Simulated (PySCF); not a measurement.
Job file and geometry (Å, from PBE0-D3(BJ)/def2-SVP) of an NMR shielding run on `CC(C)=C(C)F`, C₅H₉F, GIAO HF/pcSseg-2 NMR shielding, non-relativistic, gas phase (PySCF 2.14.0, density-fitted response routines); density fitting, a coarse starting grid and PySCF grid level 2 are the driver's defaults:

```
$ OMP_NUM_THREADS=1 python probes_run.py task.json out

{"job": {"kind": "nmr", "xc": "HF", "basis": "pcSseg-2", "pop": false}, "charge": 0, "multiplicity": 1}
C     -1.608139    -0.525783    -0.930994
C     -0.441654    -0.089575    -0.096793
C     -0.766193     0.353913     1.296812
C      0.803536    -0.107315    -0.591316
C      2.093975     0.277093     0.036251
F      0.996518    -0.528092    -1.860484
H     -2.330767     0.299644    -1.051131
H     -1.298790    -0.861092    -1.927992
H     -2.151645    -1.350141    -0.438620
H      0.111605     0.668578     1.875139
H     -1.261581    -0.458974     1.855039
H     -1.477088     1.197792     1.278863
H      2.578361     1.071638    -0.554377
H      1.968032     0.634665     1.063922
H      2.783854    -0.582403     0.045768
```

**Question.** What does the program print?

**Answer.** 
```
final grid: 115992 points
cycle   1  E = -294.0160000609  dE =  1.054e+00  |g| = 5.737e-01  |ddm| = 2.588e+00
cycle   2  E = -294.0884506895  dE = -7.245e-02  |g| = 2.986e-01  |ddm| = 5.433e-01
cycle   3  E = -294.1033979251  dE = -1.495e-02  |g| = 7.660e-02  |ddm| = 2.048e-01
cycle   4  E = -294.1050496016  dE = -1.652e-03  |g| = 1.269e-02  |ddm| = 8.421e-02
cycle   5  E = -294.1051100234  dE = -6.042e-05  |g| = 3.702e-03  |ddm| = 1.729e-02
cycle   6  E = -294.1051179732  dE = -7.950e-06  |g| = 1.220e-03  |ddm| = 6.659e-03
cycle   7  E = -294.1051190202  dE = -1.047e-06  |g| = 4.300e-04  |ddm| = 2.733e-03
cycle   8  E = -294.1051191479  dE = -1.277e-07  |g| = 1.263e-04  |ddm| = 1.017e-03
cycle   9  E = -294.1051191590  dE = -1.109e-08  |g| = 6.200e-05  |ddm| = 2.255e-04
cycle  10  E = -294.1051191610  dE = -1.999e-09  |g| = 1.681e-05  |ddm| = 1.281e-04
cycle  11  E = -294.1051191612  dE = -1.877e-10  |g| = 8.036e-06  |ddm| = 3.373e-05
converged SCF energy = -294.1051191612

GIAO shielding tensors (ppm)
atom      isotropic    diamagn.    paramagn.     s11        s22        s33       span
  0 C      175.778     234.800     -59.022    162.423    174.815    190.096     27.673
  1 C       73.484     258.208    -184.725    -36.738     91.144    166.044    202.783
  2 C      173.441     236.065     -62.624    164.867    165.408    190.047     25.180
  3 C       32.696     255.059    -222.363    -75.686     82.387     91.388    167.074
  4 C      176.747     236.526     -59.779    169.836    170.054    190.352     20.516
  5 F      338.679     470.365    -131.686    266.999    343.718    405.321    138.322
  6 H       30.458      28.792       1.666     26.432     27.931     37.011     10.579
  7 H       28.942      28.934       0.008     23.557     29.460     33.810     10.253
  8 H       30.492      28.799       1.694     26.402     28.078     36.996     10.593
  9 H       29.749      30.863      -1.114     24.321     30.114     34.812     10.490
 10 H       30.194      29.534       0.660     26.272     27.788     36.522     10.250
 11 H       30.189      29.509       0.679     26.262     27.800     36.504     10.242
 12 H       29.957      28.730       1.227     26.060     27.419     36.392     10.332
 13 H       29.469      30.593      -1.123     24.036     30.326     34.045     10.010
 14 H       29.948      28.742       1.206     26.072     27.374     36.399     10.327
```

**Question.** Turn these shieldings into chemical shifts. Chemical shifts δ = σref − σ; TMS for $^{13}$C (σ = 191.47 ppm) and $^{1}$H (σ = 31.68 ppm); $^{19}$F (σ = 245.28 ppm) vs CFCl3, all at this level.

**Answer.** Averaging equivalent atoms: C 3: 158.8; C 1: 118.0; C 2: 18.0; C 0: 15.7; C 4: 14.7; F 5: -93.4; H 12/13/14: 1.89; H 6/7/8: 1.72; H 9/10/11: 1.64 ppm. Unscaled 19F shifts against computed CFCl3 carry errors that often reach 10 to 50 ppm.

Size and cost of the density-fitted run: 342 basis functions, 24 s wall time on 1 thread of an Arm Neoverse V2, shared host; peak memory 1.3 GiB.
